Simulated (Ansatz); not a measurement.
# SiO2 (triplet): from Hartree-Fock to the top rungs, def2-QZVPP

The task here is to estimate one member of a computed series from the others.

Method: def2-QZVPP, core rule «outside noble gas», up to 7 orbitals frozen; program: Ansatz 0.2.0, Gaussian basis.

Plan: UHF; ROHF; CCSD(T) on UHF.

2 further runs of the same task are left out: 2 set aside as unsound or not needed.

### The geometry

The geometry is a PBE0/def2-TZVP stationary point (not a proven minimum).

3 atoms, charge 0, spin multiplicity 3.

Atoms are counted from 1 here; the program's logs count them from 0.

Bond lengths: Si1–O2 1.578 Å, Si1–O3 1.578 Å. Angles: O2–Si1–O3 111.8°.

As a file:

```
Si    0.0000   -0.4712    0.0000
O     0.0000    0.4136   -1.3065
O     0.0000    0.4136    1.3065
```

Set-up of the first run:

in.yaml

```yaml
crystal:
  periodic: [false, false, false]
  atoms:
    - {symbol: Si, position_ang: [0.000000, -0.471221, 0.000000]}
    - {symbol: O, position_ang: [0.000000, 0.413593, -1.306543]}
    - {symbol: O, position_ang: [0.000000, 0.413593, 1.306543]}
basis:
  gaussian: {orbitals: "def2-QZVPP.json"}
magnetization: {spin_polarized: true, initial_magnetization: 2}
hamiltonian: {xc: hf}
output: {orbitals: {seedname: orbitals}}
```

On the command line:

```console
$ ansatz run in.yaml --threads 1 --pin off --events-out ev --progress --plain --max-ram 2393MiB
```

Among the steps run: UHF; ROHF; CCSD(T) on UHF.

One table of the session follows, with a row left open; its other results are not shown here.

| method | from UCCSD(T) (meV) |
| --- | --- |
| ROHF | +16440.6 |
| UHF | ? |
| UMP2 | +1954.3 |
| UCCSD | +778.0 |
| UCCSD(T) | 0 |

Estimate the missing values for UHF.

**Answer.** from UCCSD(T) (meV): +16070.2. In the column «from UCCSD(T) (meV)» it lies between UMP2 (+1954.3) and ROHF (+16440.6).
